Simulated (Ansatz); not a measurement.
A made-up structure of LiBH3S (charge +1), closed shell:

Li1  (-2.156, -1.076, 0.299)
S2  (0.551, 0.800, 0.141)
B3  (-0.046, -0.898, 0.189)
H4  (0.376, -1.346, -0.783)
H5  (1.441, 1.163, -0.821)
H6  (0.067, 1.602, 1.128)
(Å)

It is relaxed with PBE-D4/def2-SVP and then PBE0-D4/def2-TZVP (Ansatz 0.2.0). Atoms count as bonded within 1.22 times the sum of their covalent radii (H–H: 0.88 Å). The end point is not checked to be a true minimum.

Does its bonding change? (A judgement: the text doesn't fix the answer.)

The calculation gives: No: no bond forms or breaks.

Where it ends: The first stage lowers the energy by 1.04 eV in 13 steps. It ends as LiBH₃S ([Li][BH][SH2]), total charge +1:
Li1  (-2.279, -1.368, 0.616)
S2  (0.796, 0.666, 0.433)
B3  (-0.303, -0.708, -0.145)
H4  (0.394, -1.317, -0.911)
H5  (1.574, 1.217, -0.532)
H6  (0.050, 1.755, 0.692)
(Å)

Labels in which every atom is bracketed show which atoms are joined, not bond orders.

For scale, one of the runs: PBE0-D4/def2-TZVP relaxation, 100 basis functions, launched by `ansatz run in.yaml --threads 2 --pin off --events-out ev --progress --plain --max-ram 4352MiB`. The run took about 3.7 s on 2 CPU threads of an AMD EPYC 9R45 (shared host).
